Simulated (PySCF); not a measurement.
Stationary points of PN(OH)₂

All numbers come from PBE0 in PySCF with P def2-TZVP, N def2-TZVP, O def2-TZVP, H def2-TZVP; no relativity; density-fitted integrals.

Relaxations began from a few typed shapes. The search is not exhaustive: other isomers or separated fragments can lie lower, and high-lying points may rest on an excited occupation.

Question: Which is the lowest minimum found?
A. singlet Cs: N–O 1.381 Å, O–H 0.961 Å, O–H 0.969 Å, P–N 1.583 Å, P–O 1.615 Å; H–O–N 103.0°, H–O–P 111.3°, N–P–O 100.8°, O–N–P 116.3°
B. singlet Cs: O–H 0.966 Å (×2), P–N 1.480 Å, P–O 1.586 Å, P–O 1.606 Å; H–O–P 109.8°, H–O–P 113.5°, N–P–O 131.0°, N–P–O 131.3°, O–P–O 97.7°
C. singlet C2: O–H 0.964 Å (×2), P–N 1.543 Å, P–O 1.832 Å (×2); H–O–P 113.5° (×2), N–P–O 73.7° (×2), O–P–O 147.5°

Answer: B. The others lie at 69.8 (singlet Cs), 328.9 (singlet C2, a saddle point) kJ/mol above it.
